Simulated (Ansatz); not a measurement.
We consider α-quartz (SiO2), described by rVV10 (PAW; Ansatz, a program for electronic structure).

Numerical settings: plane-wave cutoff 520 eV, 12×12×6 k mesh (along the axes of the cell as run), Fermi–Dirac smearing 0.01 eV, scalar-relativistic PAW data made under PBE.

Computed at the level's own relaxed cell.

```yaml
crystal:
  lattice:
    - [2.45985, -4.26059, 0.00000]
    - [2.45985, 4.26059, 0.00000]
    - [0.00000, 0.00000, 5.43244]
  atoms:
    - { symbol: Si, position: [0.00000, 0.46494, 0.33333] }
    - { symbol: Si, position: [0.53506, 0.53506, 0.00000] }
    - { symbol: Si, position: [0.46494, 0.00000, 0.66667] }
    - { symbol: O, position: [0.27576, 0.41009, 0.22136] }
    - { symbol: O, position: [0.58991, 0.86568, 0.88803] }
    - { symbol: O, position: [0.72424, 0.13432, 0.44530] }
    - { symbol: O, position: [0.86568, 0.58991, 0.11197] }
    - { symbol: O, position: [0.41009, 0.27576, 0.77864] }
    - { symbol: O, position: [0.13432, 0.72424, 0.55470] }
```

**Question.** List the 31 lowest band energies at Γ above −25 eV (eV, relative to the valence band maximum), grouping those that round alike.

**Answer.** At Γ: -19.22, -17.73 (×2), -17.09 (×2), -17.08, -8.04 (×2), -5.29, -5.24, -5.05 (×2), -2.87 (×2), -2.58, -2.36, -1.37 (×2), -1.32, -1.02 (×2), -0.84, -0.27 (×2), 5.49, 9.00 (×2), 9.60 (×2), 10.70, 11.33.
